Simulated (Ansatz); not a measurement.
Scan of the C1–H4 bond length

CH3Cl (SMILES CCl), closed shell, at its PBE0-D4/def2-TZVP minimum:

```
5
angstrom
C -0.1209 0.0100 0.0513
Cl 1.4694 -0.2908 -0.6725
H -0.2848 -0.7154 0.8447
H -0.8800 -0.0971 -0.7201
H -0.1338 1.0197 0.4551
```

The bond length C1–H4 (1.087 Å at the minimum) is set to the values below, the two halves moving rigidly along the bond. Each method's energies count from its own value at the PBE0-D4 minimum structure. Program: Ansatz 0.2.0. Basis: def2-TZVPP. Cores are frozen in the correlated methods. B3LYP uses VWN-RPA correlation.

CCSD(T) energies along the scan:
| bond length (Å) | CCSD(T) (kJ/mol) |
| --- | --- |
| 0.892 | 92.6 |
| 0.938 | 48.7 |
| 1.005 | 12.7 |
| 1.083 | 0.0 |
| 1.170 | 9.9 |
| 1.264 | 37.5 |
| 1.363 | 76.7 |
| 1.468 | 123.0 |
| 1.577 | 171.9 |
They count from the CCSD(T) energy at the PBE0-D4 minimum.

Minimum and curvature along this coordinate at CCSD(T): A fifth-order fit through the nearest points gives 1.086 Å, with a curvature of about 34 eV/Å².

Treat the two halves as rigid bodies and work out the harmonic wavenumber of this stretch from that curvature (ν̃ = 521.5 √(k/μ) cm⁻¹ with k in eV/Å² and μ in u).

The halves weigh 49.48 and 1.01 u, so μ = 49.48 × 1.01/50.49 = 0.990 u and ν̃ = 521.5 √(34/0.990) ≈ 3100 cm⁻¹. A true normal mode mixes in other motions, so this is a guide only.

Largest difference from the CCSD(T) curve over the scan: r2SCAN-D4 0.9; PBE0-D4 3.7; B3LYP-D4 1.7 kJ/mol. Each curve counts from its own value at the minimum.

No T1 diagnostic of these runs exceeds 0.011.

For scale, one of the runs: CCSD(T)/def2-TZVPP, 115 basis functions (an equivalent command: `ansatz run in.yaml --threads 2`). Hardware: 2 CPU threads, shared host. Wall time about 4.2 s.
